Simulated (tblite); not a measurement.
C4H5NS (charge -1 and doublet state).
SMILES with atom numbers: `[CH3:1][C:2]1=[N:3][S:4][CH:5][CH-:6]1` (hydrogens: H7, H8, H9 on C1; H10 on C5; H11 on C6)

Structure optimised with GFN2-xTB, isolated species. This method treats the open shell by occupation alone, without spin polarisation.

Problem. List the bond lengths, angles and torsions at this level.

Solution. 
```
               bond  length (Å)
              C1–C2       1.501
              C2=N3       1.355
              N3–S4       1.690
              S4–C5       1.770
              C5–C6       1.401
              C2–C6       1.379
C1–H7, C1–H8, C1–H9       1.093
             C5–H10       1.077
             C6–H11       1.084
```

Bonds in one row agree within 0.01 Å and their mean is given. A selection of angles:
```
    angle  degrees
 C2–C1–H7    111.1
 C2–C1–H9    110.2
 H7–C1–H8    107.4
 H8–C1–H9    108.9
 C1–C2–N3    117.9
 C1–C2–C6    124.9
 N3–C2–C6    117.3
 C2–N3–S4    108.8
 N3–S4–C5     94.2
 S4–C5–C6    107.1
S4–C5–H10    118.8
C6–C5–H10    128.6
C5–C6–H11    123.1
 C2–C6–C5    112.3
C2–C6–H11    124.5
```

Dihedral angles: C1–C2–N3–S4 -178° (antiperiplanar); C2–N3–S4–C5 2° (synperiplanar); N3–S4–C5–C6 -5° (synperiplanar); S4–C5–C6–C2 7° (synperiplanar); C1–C2–C6–C5 174° (antiperiplanar). The mirror-image conformer, all signs reversed, is as good.

The 5-membered ring C2–N3–S4–C5–C6 has internal angles of 94.2° to 117.3°; it is almost planar, 0.03 Å rms from its mean plane, widest ring torsion 7°. C6 (carbon bonded to 2 C and H) is planar (angles 124.5°, 123.1° and 112.3°, sum 359.9°, 0.03 Å off the plane of its three neighbours). C2 (carbon bonded to 2 C and N) is planar (angles 124.9°, 117.9° and 117.3°, sum 360.0°, 0.00 Å off the plane of its three neighbours). The C–C distances run from 1.379 Å (C2–C6, drawn single in one of several resonance forms) to 1.501 Å (C1–C2, drawn single), a spread of 0.122 Å. C5 (carbon bonded to C, S and H) has angles 128.6°, 118.8° and 107.1°, sum 354.5°, 0.18 Å off the plane of its three neighbours.

Point group: near Cs, missed by 0.29 Å at most; the miss may be what the optimiser left on a soft mode. Its GFN2-xTB frequencies are all real (lowest 32 cm⁻¹). Whether the extra electron is bound in the gas phase wasn't checked; a finite basis holds it in any case. 2 starts were optimised and ended at 0.00 and 0.13 kcal/mol (GFN2-xTB); the lowest of these is shown.

All values are computed, not measured.
